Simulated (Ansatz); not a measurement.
Corundum Cr2O3, treated with r²SCAN+U (ortho-atomic projectors) (Ansatz, a quantum-chemistry and plane-wave program, plane waves, PAW).

Run with plane-wave cutoff 600 eV, 8×8×8 k mesh, Fermi–Dirac smearing 0.01 eV, U_eff Cr 3.7 eV, spin-polarised with opposed moments, scalar-relativistic PAW data made under PBE.

Starting structure:

```yaml
crystal:
  lattice:
    - [2.48000, 1.43183, 4.53000]
    - [-2.48000, 1.43183, 4.53000]
    - [0.00000, -2.86366, 4.53000]
  atoms:
    - { symbol: Cr, position: [0.84700, 0.84700, 0.84700] }
    - { symbol: Cr, position: [0.34700, 0.34700, 0.34700] }
    - { symbol: Cr, position: [0.15300, 0.15300, 0.15300] }
    - { symbol: Cr, position: [0.65300, 0.65300, 0.65300] }
    - { symbol: O, position: [0.44400, 0.05600, 0.75000] }
    - { symbol: O, position: [0.05600, 0.75000, 0.44400] }
    - { symbol: O, position: [0.55600, 0.94400, 0.25000] }
    - { symbol: O, position: [0.25000, 0.55600, 0.94400] }
    - { symbol: O, position: [0.94400, 0.25000, 0.55600] }
    - { symbol: O, position: [0.75000, 0.44400, 0.05600] }
```

Task: Into what structure does the relaxation of cell and atoms lead at this level, with the symmetry of the start kept?

Result: The volume rises by 2.5 %; final space group R-3c.
```yaml
crystal:
  lattice:
    - [2.50495, 1.44623, 4.54961]
    - [-2.50495, 1.44623, 4.54961]
    - [0.00000, -2.89246, 4.54961]
  atoms:
    - { symbol: Cr, position: [0.84842, 0.84842, 0.84842] }
    - { symbol: Cr, position: [0.34842, 0.34842, 0.34842] }
    - { symbol: Cr, position: [0.15158, 0.15158, 0.15158] }
    - { symbol: Cr, position: [0.65158, 0.65158, 0.65158] }
    - { symbol: O, position: [0.44700, 0.05300, 0.75000] }
    - { symbol: O, position: [0.05300, 0.75000, 0.44700] }
    - { symbol: O, position: [0.55300, 0.94700, 0.25000] }
    - { symbol: O, position: [0.25000, 0.55300, 0.94700] }
    - { symbol: O, position: [0.94700, 0.25000, 0.55300] }
    - { symbol: O, position: [0.75000, 0.44700, 0.05300] }
```
